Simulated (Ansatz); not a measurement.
H3O+ (`[OH3+]`) at its PBE0-D4/def2-TZVP geometry, where that method's forces vanish. Total charge 1; spin multiplicity 1.

```xyz
4

O    -0.0348   -0.1255   -0.1478
H    -0.5557    0.6761   -0.3554
H    -0.3403   -0.5820    0.6615
H     0.9307    0.0314   -0.1583
```

What forces (eV/Å) does r2SCAN-D4/def2-TZVPP give on these atoms in the Gaussian-basis code of Ansatz? (Best estimate.)

Ansatz gave: 
```
O1  -0.011 -0.036 -0.043
H2   0.034 -0.022  0.036
H3   0.023  0.046 -0.019
H4  -0.046  0.013  0.026
```
